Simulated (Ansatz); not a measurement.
# CH2Cl2 (dichloromethane): HSE06/STO-3G

Aim: the energy change on altering one bond length of CH2Cl2 (dichloromethane) at HSE06/STO-3G, from 2 runs. 

The results are computed with Ansatz 0.2.0.

56 further runs of the same task are left out: 4 that didn't finish, 52 set aside as unsound or not needed.

## Step 1: The molecule

The species is CH2Cl2 (5 atoms), meant as a singlet with charge 0. As SMILES, `ClCCl`. The coordinates come from a PBE0-D4/def2-TZVP relaxation.

Bond lengths: Cl1–C2 1.762 Å, C2–Cl3 1.762 Å, C2–H4 1.086 Å, C2–H5 1.086 Å. Angles: Cl1–C2–Cl3 112.9°, Cl1–C2–H4 108.1°, Cl1–C2–H5 108.1°, Cl3–C2–H4 108.1°, Cl3–C2–H5 108.1°, H4–C2–H5 111.4°.

## Step 2: A single-point energy at HSE06/STO-3G

Input file input.yaml:

```yaml
crystal:
  periodic: [false, false, false]
  atoms:
    - {symbol: Cl, position_ang: [1.630750, -0.338670, 0.265360]}
    - {symbol: C, position_ang: [-0.101090, -0.082670, 0.062890]}
    - {symbol: Cl, position_ang: [-0.474220, 1.284450, -0.984760]}
    - {symbol: H, position_ang: [-0.525010, -0.976700, -0.384090]}
    - {symbol: H, position_ang: [-0.530410, 0.113600, 1.040610]}
basis:
  gaussian: {orbitals: STO-3G}
hamiltonian: {xc: hse06}
accuracy: high
```

Run with:

```
$ ansatz run input.yaml --threads 1 --pin off --max-ram 3480MiB --events-out events.jsonl --progress --plain --runs-dir runs
```

Output:

```text
Warning: RAYON_NUM_THREADS=1 ignored (pool sized by the plan → 1); use --threads N
Functional definition: HSE06
  name "HSE06"
  parameter a = 0.25
  parameter omega = 0.11/bohr
  exchange = pbe_x - a*pbe_x_sr(omega) + a*exact_x_sr(omega)
  correlation = pbe_c
457 factors; integrals over basis functions are off by at most 2.8e-9 eV
62 factors; integrals over basis functions are off by at most 9.6e-10 eV
mean field evaluation 1: about -25818.2464 eV, gradient 2.4e1 eV
mean field evaluation 2: about -25817.0167 eV, gradient 3.2e1 eV
mean field evaluation 4: about -25820.1702 eV, gradient 4.8e-2 eV
mean field evaluation 8: about -25820.1772 eV, gradient 4.5e-4 eV
mean field -25820.17715685 eV, -948.8740089697 hartree, gradient 3.4e-9 eV, S^2 0.000000; 0 other end points of the search recorded, 0 dependent functions left out
reference -25820.17715862 eV, -948.8740090348 hartree; 21, 21 occupied and 4, 4 virtual orbitals, 457 factors
Total energy: -25820.17715862 eV, -948.8740090348 hartree
```

It took 1.4 s on 1 thread of Intel Xeon Platinum 8375C at 2.90GHz (Ice Lake), shared host; peak memory 0.12 GiB.

## Step 3: The distorted shape

Input file run.yaml:

```yaml
crystal:
  periodic: [false, false, false]
  atoms:
    - symbol: Cl
      position_ang: [2.063700, -0.402669, 0.315976]
    - symbol: C
      position_ang: [-0.101090, -0.082670, 0.062890]
    - symbol: Cl
      position_ang: [-0.474220, 1.284450, -0.984760]
    - symbol: H
      position_ang: [-0.525010, -0.976700, -0.384090]
    - symbol: H
      position_ang: [-0.530410, 0.113600, 1.040610]
basis:
  gaussian:
    orbitals: STO-3G
hamiltonian:
  xc: hse06
accuracy: high
```

Run with:

```
$ ansatz run run.yaml --threads 1 --pin off --max-ram 3480MiB --events-out events.jsonl --progress --plain --runs-dir runs
```

Output, cut to the lines that bear on the results:

```text
Warning: RAYON_NUM_THREADS=1 ignored (pool sized by the plan → 1); use --threads N
[... 6 set-up lines as earlier in the session ...]
443 factors; integrals over basis functions are off by at most 1.5e-8 eV
64 factors; integrals over basis functions are off by at most 2.0e-9 eV
mean field evaluation 1: about -25815.6888 eV, gradient 2.8e1 eV
mean field evaluation 2: about -25806.9278 eV, gradient 5.5e1 eV
mean field evaluation 4: about -25819.1107 eV, gradient 7.9e-1 eV
mean field evaluation 8: about -25819.0964 eV, gradient 2.9e-3 eV
mean field evaluation 16: about -25819.0964 eV, gradient 6.4e-9 eV
mean field -25819.09642870 eV, -948.8342929427 hartree, gradient 6.4e-9 eV, S^2 0.000000; 0 other end points of the search recorded, 0 dependent functions left out
reference -25819.09643054 eV, -948.8342930101 hartree; 21, 21 occupied and 4, 4 virtual orbitals, 443 factors
Total energy: -25819.09643054 eV, -948.8342930101 hartree
```

Run time: 1.4 s. Hardware: 1 thread of Intel Xeon Platinum 8375C at 2.90GHz (Ice Lake), shared host; peak memory 0.12 GiB.

## Step 4: Results

Level: HSE06/STO-3G.

```
                                                          quantity          value
                                         first shape: total energy  -948.87401 Eh
                                     distorted shape: total energy  -948.83429 Eh
energy change with the Cl1–C2 bond stretched from 1.762 to 2.203 Å       1.081 eV
```

With the Cl1–C2 bond stretched from 1.762 to 2.203 Å the energy rises by 1.08 eV (25 kcal/mol). The first shape isn't relaxed at this level, so the change isn't measured from a minimum. The minimal basis adds a large error of its own.
